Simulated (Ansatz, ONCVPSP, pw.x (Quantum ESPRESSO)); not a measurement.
## pw.x on bcc Be: one setting changed

Potential: optimised norm-conserving Vanderbilt (ONCV), ONCVPSP 4.0.1, LDA (Perdew-Wang 92); core [He], reference 2s2; waves: 2s: rc 1.55 bohr, ncon 4, nbas 8, qcut 4.5 1/bohr, 2 projectors, debl 0.4 Ha; p scattering state at 0.24 Ha: rc 1.60 bohr, ncon 4, nbas 8, qcut 5.2 1/bohr, 2 projectors, debl 0.9 Ha; d scattering state at 0.33 Ha: rc 1.55 bohr, ncon 3, nbas 6, qcut 6.4 1/bohr, 1 projector; local part: polynomial inside 1.20 bohr (lpopt 5, dvloc0 4 Ha); core correction: Teter function, fcfact 3.25, rcfact 1.4. In the p channel the program set the typed energies aside and used 0.050, 0.950 Ha.

The reference run (k-mesh 18³, cutoffs 50/200 Ry, Fermi–Dirac 0.01 Ry, mixing_beta 0.4, conv_thr 1e-9, no spin) gives -1.32 GPa at 7.463 Å³/atom, where all-electron LAPW gives -0.13 GPa. This run, with its own iteration cap, changes k-mesh points per axis to 6.

```
&control
  calculation='scf', prefix='x', pseudo_dir='./', outdir='./tmp', tstress=.true., disk_io='none'
/
&system
  ibrav=0, nat=1, ntyp=1, ecutwfc=50, ecutrho=200, nbnd=8,
  occupations='smearing', smearing='fd', degauss=0.01
/
&electrons
  conv_thr=1e-09, mixing_beta=0.4, electron_maxstep=70
/
ATOMIC_SPECIES
Be 1.0 Be.UPF
CELL_PARAMETERS angstrom
  -1.23107492 1.23107492 1.23107492
  1.23107492 -1.23107492 1.23107492
  1.23107492 1.23107492 -1.23107492
ATOMIC_POSITIONS crystal
Be 0.0000 0.0000 0.0000
K_POINTS automatic
6 6 6 0 0 0
```

```bash
pw.x < Be.scf.in > Be.scf.out
```

How does the run end?

It converges in 4 iterations; the free energy moves by -4.8 meV/atom and the pressure by -0.50 GPa.

```
Message from routine setup:
     using ibrav=0 with symmetry is DISCOURAGED, use correct ibrav instead
     lattice parameter (alat)  =       4.0294  a.u.
     unit-cell volume          =      50.3628 (a.u.)^3
     number of electrons       =         2.00
     number of Kohn-Sham states=            8
     kinetic-energy cutoff     =      50.0000  Ry
     charge density cutoff     =     200.0000  Ry
     scf convergence threshold =      1.0E-09
     Exchange-correlation= SLA  PW   NOGX NOGC
     number of k points=    16  Fermi-Dirac smearing, width (Ry)=  0.0100
     iteration #  1     ecut=    50.00 Ry     beta= 0.40
     total energy              =      -2.39494459 Ry
     estimated scf accuracy    <       0.00005743 Ry
     iteration #  2     ecut=    50.00 Ry     beta= 0.40
     total energy              =      -2.39500057 Ry
     estimated scf accuracy    <       0.00002102 Ry
     iteration #  3     ecut=    50.00 Ry     beta= 0.40
     total energy              =      -2.39500126 Ry
     estimated scf accuracy    <       0.00000001 Ry
     iteration #  4     ecut=    50.00 Ry     beta= 0.40
     the Fermi energy is     8.9949 ev
!    total energy              =      -2.39500127 Ry
     estimated scf accuracy    <          2.7E-10 Ry
     smearing contrib. (-TS)   =      -0.00077136 Ry
     The total energy is F=E-TS. E is the sum of the following terms:
     one-electron contribution =       2.07552918 Ry
     hartree contribution      =       0.00123063 Ry
     xc contribution           =      -1.34234273 Ry
     ewald contribution        =      -3.12864699 Ry
     convergence has been achieved in   4 iterations
          total   stress  (Ry/bohr**3)                   (kbar)     P=      -18.23
     Message from routine punch:
     Nothing written, as per user request (disk_io='none')
```

The run took about 1.2 s on one core of a shared host (Intel(R) Xeon(R) Platinum 8488C, 192 threads, 744 GiB, load 80).
